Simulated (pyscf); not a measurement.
Multi-bond step: SnH₄ + NH₃ -> SnH₂ [singlet] + NH₃ + H₂

Gas phase, singlet surface, charge 0. Bonds broken: Sn1–H2, Sn1–H3, N6–H7. Bonds formed: H2–N6, H3–H7. PySCF, gas phase, ωB97X-D3(BJ)/def2-SVP geometries.

Transition state (Å):

```xyz
9

Sn    -1.9869    -0.7455     0.2626
H     -0.7314     1.2889    -0.0472
H     -0.4612    -1.1352    -0.7228
H     -3.0849    -1.5584    -0.8249
H     -1.7591    -2.0358     1.4168
N      0.2050     1.3568    -0.5866
H      0.2658     0.3298    -0.8409
H      0.1290     1.9506    -1.4162
H      0.9773     1.6454     0.0191
```

One imaginary mode, 232i cm⁻¹; descent along it reached the two sides named, in the forms told below.

| bond | change | reactant side (Å) | saddle | product side |
|---|---|---|---|---|
| Sn1–H2 | breaks | 1.700 | 2.411 | 3.3 |
| Sn1–H3 | breaks | 1.710 | 1.858 | 2.371 |
| N6–H7 | breaks | 1.021 | 1.060 | 2.275 |
| H2–N6 | forms | 2.8 | 1.083 | 1.021 |
| H3–H7 | forms | 5.5 | 1.640 | 0.779 |

Electronic energies relative to the separated reactants (kcal/mol):

```
level                   barrier  reaction energy  reverse barrier
----------------------  -------  ---------------  ---------------
ωB97X-D3(BJ)/def2-TZVP     34.9            +26.1              8.9
PBE/def2-TZVP              25.7            +20.9              4.7
r²SCAN/def2-TZVP           29.2            +24.2              5.1
B3LYP-D3(BJ)/def2-TZVP     29.1            +19.5              9.7
PBE0-D3(BJ)/def2-TZVP      28.3            +24.6              3.6
M06-2X/def2-TZVP           34.7            +20.8             13.9
ωB97M-D3(BJ)/def2-TZVP     33.3            +22.8             10.4
HF/def2-TZVP               45.2            +22.6             22.5
```

With ωB97M-D3(BJ)/def2-TZVP energies and thermal terms (ideal gas, 1 atm, RRHO with modes under 100 cm⁻¹ raised to 100, one conformer, R ln 2 for chiral ones without a mode under 150 cm⁻¹), in kcal/mol:

```csv
T (K),ΔH‡,ΔG‡,ΔH,ΔG
298,35.3,43.3,+20.5,+11.1
600,35.1,51.4,+21.1,+1.3
900,35.4,59.5,+20.8,-8.6
1200,35.8,67.5,+20.2,-18.3
```

On the product side the descent ends in a bound adduct, 9.1 kcal/mol under the separated species and 18.0 kcal/mol under the saddle at ωB97X-D3(BJ)/def2-TZVP. This is the saddle that the search found; another between the same sides may lie lower. Elements past Kr carry the def2 core potentials, without spin-orbit coupling.
